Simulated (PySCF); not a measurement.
# Computed and reference excited states of `S` (H2S)

Published values to compare with (the computed states carry no symmetry labels, so the two lists aren't matched line by line):

| state | E (eV) | f | kind of transition | source |
| --- | --- | --- | --- | --- |
| 3A2(n→3p) | 5.81 |  | vertical absorption | [1] |
| 3B1(n→3p) | 5.88 |  | vertical absorption | [1] |
| 1A2(n→3p) | 6.18 |  | vertical absorption | [1] |
| 1B1(n→3p) | 6.24 | 0.063 | vertical absorption | [1] |

[1] computed, theoretical best estimate (aug-cc-pVTZ, frozen core, CC3 geometry), gas; Veril, Scemama, Caffarel, Lipparini, Boggio-Pasqua, Jacquemin, Loos, WIREs Comput. Mol. Sci. 2021, 11, e1517 (QUESTDB)

Species: H₂S.
SMILES: `S`

Method: PySCF 2.14.0, density-fitted response routines, TDDFT CAM-B3LYP/aug-cc-pVTZ, vertical, gas phase, core orbitals frozen in the response. Geometry: PBE0-D3(BJ)/def2-TZVP; no solvent, vibrations or thermal averaging.

Computed singlets: 5.95 eV (f 0.058); 6.00 eV (f 0.000); 7.47 eV (f 0.000); 7.87 eV (f 0.003); 8.25 eV (f 0.007); 8.53 eV (f 0.044); 8.88 eV (f 0.110); 9.13 eV (f 0.000); 9.35 eV (f 0.007); 9.40 eV (f 0.000). Computed triplets (Tamm–Dancoff): 5.51, 5.58, 7.48, 7.75 eV.

Question: How does the lowest computed singlet compare with the best estimate listed for the lowest singlet (vertical absorption)?

Answer: 5.95 eV against 6.18 eV for 1A2(n→3p) [1]: a difference of -0.23 eV. Geometry and basis of the two calculations needn't be the same.

Question: How does the lowest computed triplet compare with the best estimate listed for the lowest triplet (vertical absorption)?

Answer: 5.51 eV against 5.81 eV for 3A2(n→3p) [1]: a difference of -0.30 eV. Geometry and basis of the two calculations needn't be the same.

On Arm Neoverse N1, one thread, no GPU, shared host with 64 logical CPUs at a one-minute load of 58, this took 2.3 s and 0.31 GiB of memory at its peak.
